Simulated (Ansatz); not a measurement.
Program: Ansatz 0.2.0.

Basis-set series for C2H4FN, SMILES `N/C=C\F`. Total charge 0; spin multiplicity 1. Geometry: relaxed with PBE0-D4/def2-TZVP. It is one conformer, not always the lowest.

```json
{"functional": "PBE0-D4", "basis": "def2-SVP", "functions": "76", "energy (Eh)": "-232.75565", "HOMO (eV)": "-5.80", "LUMO (eV)": "1.48"}
{"functional": "PBE0-D4", "basis": "def2-TZVPP", "functions": "180", "energy (Eh)": "-233.03125", "HOMO (eV)": "-6.03", "LUMO (eV)": "1.00"}
{"functional": "ωB97M-V", "basis": "def2-SVP", "functions": "76", "energy (Eh)": "-232.91400", "HOMO (eV)": "-8.02", "LUMO (eV)": "3.44"}
{"functional": "ωB97M-V", "basis": "def2-TZVPP", "functions": "180", "energy (Eh)": "-233.19903", "HOMO (eV)": "-8.27", "LUMO (eV)": "2.46"}
```

(1) Give the rows for def2-QZVPP. (An estimate is asked.)

Results:

(1) The calculation gave: 
| functional | basis | functions | energy (Eh) | HOMO (eV) | LUMO (eV) |
| --- | --- | --- | --- | --- | --- |
| PBE0-D4 | def2-QZVPP | 348 | -233.04452 | -6.09 | 0.57 |
| ωB97M-V | def2-QZVPP | 348 | -233.21176 | -8.33 | 1.76 |

Positive LUMOs are unbound and depend on the basis.
